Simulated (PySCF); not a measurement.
## Working out the ionisation energy of Ne

Ne [Ne] (1S) → Ne⁺ [He] 2s2 2p5 (2P). All numbers are calculated (PySCF 2.14, the non-relativistic Hamiltonian (point nucleus), in aug-cc-pVQZ). Frozen: 1s2. Energies in hartree (1 hartree = 27.21139 eV):

```
            part   Ne (lower)  Ne⁺ (upper)
             UHF  -128.543756  -127.821200
CCSD correlation    -0.297758    -0.231741
             (T)    -0.005946    -0.003222
```

Q: What does Hartree-Fock give?

A: (-127.821200) − (-128.543756) = 0.722556 hartree = 19.662 eV.

Q: What do CCSD and CCSD(T) give?

A: The CCSD correlation energies differ by 0.066017 hartree = 1.796 eV and the triples by 0.002724 hartree = 0.074 eV, so CCSD gives 21.458 eV and CCSD(T) 21.532 eV.

Measured between the centres of the two terms (NIST): 21.597 eV, so CCSD(T) (valence) is off by -0.065 eV.

What remains against the reference includes basis incompleteness, the frozen core and higher excitations.
